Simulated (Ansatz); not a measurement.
# SiH (quartet): wave-function methods side by side, def2-TZVPP

One table from this session's results is given with a row withheld; the runs are named, their logs left out.

Method: def2-TZVPP, core rule «outside noble gas», up to 5 orbitals frozen; program: Ansatz 0.2.0, Gaussian basis.

The runs, in order: UHF; ROHF; CCSD(T) on UHF.

### The geometry

The geometry is a PBE0/def2-TZVP stationary point (not a proven minimum).

2 atoms, charge 0, spin multiplicity 4.

Atoms are counted from 1 here; the program's logs count them from 0.

Bond lengths: Si1–H2 1.500 Å.

The first run:

Contents of in.yaml:

```yaml
crystal:
  periodic: [false, false, false]
  atoms:
    - {symbol: Si, position_ang: [0.000000, 0.000000, 0.000000]}
    - {symbol: H, position_ang: [0.000000, 0.000000, 1.499536]}
basis:
  gaussian: {orbitals: def2-TZVPP}
magnetization: {spin_polarized: true, initial_magnetization: 3}
hamiltonian: {xc: hf}
output: {orbitals: {seedname: orbitals}}
```

Run with:

```
> ansatz run in.yaml --threads 1 --pin off --events-out ev --progress --plain --max-ram 2816MiB --backend cpu
```

Among the steps run: UHF; ROHF; CCSD(T) on UHF.

One table of the session follows, with a row left open; its other results are not shown here.

It belongs to the step «Misses and costs». 

```
  method  from UCCSD(T) (meV)
    ROHF              +2285.9
     UHF              +2254.9
    UMP2               +573.8
   UCCSD                    ?
UCCSD(T)                    0
```

**Question.** Estimate the row for UCCSD.

As computed: from UCCSD(T) (meV): +78.8. In the column «from UCCSD(T) (meV)» it lies between UCCSD(T) (0) and UMP2 (+573.8).

With the free atoms at the same levels and basis (separate runs), the atomisation energy is 1.466 eV at UCCSD(T), 1.388 eV at ROHF.
